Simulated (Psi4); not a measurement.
Conformational energy of SMILES C(C=O)=O (C2H2O2). Scanned: dihedral O1–C2–C3–O4; all other coordinates were relaxed at GFN2-xTB. Points at φ and −φ are mirror images. Heavy atoms are numbered in the order of the SMILES O=CC=O, hydrogens after them in the order of the atoms that carry them; the mirror image has the same energies with the sign of each dihedral reversed.

Levels: PBE/def2-TZVP // GFN2-xTB (Psi4); PBE-D3(BJ)/def2-TZVP // GFN2-xTB (Psi4); PBE0/def2-TZVP // GFN2-xTB (Psi4); MP2/cc-pVTZ = Psi4 with DF-MP2 (frozen core)/cc-pVTZ // GFN2-xTB.

Energies relative to the lowest point of each profile, in kJ/mol; the last columns give the difference from MP2:

```json
[
 {"φ / °": "-160", "PBE/def2-TZVP": "1.7", "PBE-D3(BJ)/def2-TZVP": "1.7", "PBE0/def2-TZVP": "1.9", "MP2/cc-pVTZ": "2.2", "PBE/def2-TZVP − MP2/cc-pVTZ": "-0.5", "PBE-D3(BJ)/def2-TZVP − MP2/cc-pVTZ": "-0.5", "PBE0/def2-TZVP − MP2/cc-pVTZ": "-0.3"},
 {"φ / °": "-140", "PBE/def2-TZVP": "7.4", "PBE-D3(BJ)/def2-TZVP": "7.4", "PBE0/def2-TZVP": "7.9", "MP2/cc-pVTZ": "9.0", "PBE/def2-TZVP − MP2/cc-pVTZ": "-1.6", "PBE-D3(BJ)/def2-TZVP − MP2/cc-pVTZ": "-1.6", "PBE0/def2-TZVP − MP2/cc-pVTZ": "-1.1"},
 {"φ / °": "-120", "PBE/def2-TZVP": "17.5", "PBE-D3(BJ)/def2-TZVP": "17.5", "PBE0/def2-TZVP": "18.0", "MP2/cc-pVTZ": "20.2", "PBE/def2-TZVP − MP2/cc-pVTZ": "-2.7", "PBE-D3(BJ)/def2-TZVP − MP2/cc-pVTZ": "-2.7", "PBE0/def2-TZVP − MP2/cc-pVTZ": "-2.3"},
 {"φ / °": "-100", "PBE/def2-TZVP": "26.1", "PBE-D3(BJ)/def2-TZVP": "26.1", "PBE0/def2-TZVP": "26.4", "MP2/cc-pVTZ": "29.7", "PBE/def2-TZVP − MP2/cc-pVTZ": "-3.6", "PBE-D3(BJ)/def2-TZVP − MP2/cc-pVTZ": "-3.6", "PBE0/def2-TZVP − MP2/cc-pVTZ": "-3.3"},
 {"φ / °": "-80", "PBE/def2-TZVP": "26.9", "PBE-D3(BJ)/def2-TZVP": "26.9", "PBE0/def2-TZVP": "27.4", "MP2/cc-pVTZ": "30.7", "PBE/def2-TZVP − MP2/cc-pVTZ": "-3.8", "PBE-D3(BJ)/def2-TZVP − MP2/cc-pVTZ": "-3.8", "PBE0/def2-TZVP − MP2/cc-pVTZ": "-3.3"},
 {"φ / °": "-60", "PBE/def2-TZVP": "24.0", "PBE-D3(BJ)/def2-TZVP": "24.0", "PBE0/def2-TZVP": "24.9", "MP2/cc-pVTZ": "27.2", "PBE/def2-TZVP − MP2/cc-pVTZ": "-3.1", "PBE-D3(BJ)/def2-TZVP − MP2/cc-pVTZ": "-3.1", "PBE0/def2-TZVP − MP2/cc-pVTZ": "-2.2"},
 {"φ / °": "-40", "PBE/def2-TZVP": "20.4", "PBE-D3(BJ)/def2-TZVP": "20.4", "PBE0/def2-TZVP": "21.7", "MP2/cc-pVTZ": "22.5", "PBE/def2-TZVP − MP2/cc-pVTZ": "-2.1", "PBE-D3(BJ)/def2-TZVP − MP2/cc-pVTZ": "-2.1", "PBE0/def2-TZVP − MP2/cc-pVTZ": "-0.8"},
 {"φ / °": "-20", "PBE/def2-TZVP": "17.9", "PBE-D3(BJ)/def2-TZVP": "17.9", "PBE0/def2-TZVP": "19.5", "MP2/cc-pVTZ": "19.2", "PBE/def2-TZVP − MP2/cc-pVTZ": "-1.2", "PBE-D3(BJ)/def2-TZVP − MP2/cc-pVTZ": "-1.3", "PBE0/def2-TZVP − MP2/cc-pVTZ": "0.3"},
 {"φ / °": "0", "PBE/def2-TZVP": "17.2", "PBE-D3(BJ)/def2-TZVP": "17.1", "PBE0/def2-TZVP": "18.8", "MP2/cc-pVTZ": "18.1", "PBE/def2-TZVP − MP2/cc-pVTZ": "-0.9", "PBE-D3(BJ)/def2-TZVP − MP2/cc-pVTZ": "-0.9", "PBE0/def2-TZVP − MP2/cc-pVTZ": "0.8"},
 {"φ / °": "20", "PBE/def2-TZVP": "17.9", "PBE-D3(BJ)/def2-TZVP": "17.9", "PBE0/def2-TZVP": "19.5", "MP2/cc-pVTZ": "19.2", "PBE/def2-TZVP − MP2/cc-pVTZ": "-1.2", "PBE-D3(BJ)/def2-TZVP − MP2/cc-pVTZ": "-1.3", "PBE0/def2-TZVP − MP2/cc-pVTZ": "0.3"},
 {"φ / °": "40", "PBE/def2-TZVP": "20.4", "PBE-D3(BJ)/def2-TZVP": "20.4", "PBE0/def2-TZVP": "21.7", "MP2/cc-pVTZ": "22.5", "PBE/def2-TZVP − MP2/cc-pVTZ": "-2.1", "PBE-D3(BJ)/def2-TZVP − MP2/cc-pVTZ": "-2.1", "PBE0/def2-TZVP − MP2/cc-pVTZ": "-0.8"},
 {"φ / °": "60", "PBE/def2-TZVP": "24.0", "PBE-D3(BJ)/def2-TZVP": "24.0", "PBE0/def2-TZVP": "24.9", "MP2/cc-pVTZ": "27.2", "PBE/def2-TZVP − MP2/cc-pVTZ": "-3.1", "PBE-D3(BJ)/def2-TZVP − MP2/cc-pVTZ": "-3.1", "PBE0/def2-TZVP − MP2/cc-pVTZ": "-2.2"},
 {"φ / °": "80", "PBE/def2-TZVP": "26.9", "PBE-D3(BJ)/def2-TZVP": "26.9", "PBE0/def2-TZVP": "27.4", "MP2/cc-pVTZ": "30.7", "PBE/def2-TZVP − MP2/cc-pVTZ": "-3.8", "PBE-D3(BJ)/def2-TZVP − MP2/cc-pVTZ": "-3.8", "PBE0/def2-TZVP − MP2/cc-pVTZ": "-3.3"},
 {"φ / °": "100", "PBE/def2-TZVP": "26.1", "PBE-D3(BJ)/def2-TZVP": "26.1", "PBE0/def2-TZVP": "26.4", "MP2/cc-pVTZ": "29.7", "PBE/def2-TZVP − MP2/cc-pVTZ": "-3.6", "PBE-D3(BJ)/def2-TZVP − MP2/cc-pVTZ": "-3.6", "PBE0/def2-TZVP − MP2/cc-pVTZ": "-3.3"},
 {"φ / °": "120", "PBE/def2-TZVP": "17.5", "PBE-D3(BJ)/def2-TZVP": "17.5", "PBE0/def2-TZVP": "18.0", "MP2/cc-pVTZ": "20.2", "PBE/def2-TZVP − MP2/cc-pVTZ": "-2.7", "PBE-D3(BJ)/def2-TZVP − MP2/cc-pVTZ": "-2.7", "PBE0/def2-TZVP − MP2/cc-pVTZ": "-2.3"},
 {"φ / °": "140", "PBE/def2-TZVP": "7.4", "PBE-D3(BJ)/def2-TZVP": "7.4", "PBE0/def2-TZVP": "7.9", "MP2/cc-pVTZ": "9.0", "PBE/def2-TZVP − MP2/cc-pVTZ": "-1.6", "PBE-D3(BJ)/def2-TZVP − MP2/cc-pVTZ": "-1.6", "PBE0/def2-TZVP − MP2/cc-pVTZ": "-1.1"},
 {"φ / °": "160", "PBE/def2-TZVP": "1.7", "PBE-D3(BJ)/def2-TZVP": "1.7", "PBE0/def2-TZVP": "1.9", "MP2/cc-pVTZ": "2.2", "PBE/def2-TZVP − MP2/cc-pVTZ": "-0.5", "PBE-D3(BJ)/def2-TZVP − MP2/cc-pVTZ": "-0.5", "PBE0/def2-TZVP − MP2/cc-pVTZ": "-0.3"},
 {"φ / °": "180", "PBE/def2-TZVP": "0.0", "PBE-D3(BJ)/def2-TZVP": "0.0", "PBE0/def2-TZVP": "0.0", "MP2/cc-pVTZ": "0.0", "PBE/def2-TZVP − MP2/cc-pVTZ": "0.0", "PBE-D3(BJ)/def2-TZVP − MP2/cc-pVTZ": "0.0", "PBE0/def2-TZVP − MP2/cc-pVTZ": "0.0"}
]
```

PBE/def2-TZVP is furthest from MP2/cc-pVTZ at -80 (-3.8 kJ/mol, below); its mean absolute difference over the points is 2.1 kJ/mol.

PBE-D3(BJ)/def2-TZVP is furthest from MP2/cc-pVTZ at -80 (-3.8 kJ/mol, below); its mean absolute difference over the points is 2.1 kJ/mol.

PBE0/def2-TZVP is furthest from MP2/cc-pVTZ at -100 (-3.3 kJ/mol, below); its mean absolute difference over the points is 1.6 kJ/mol.
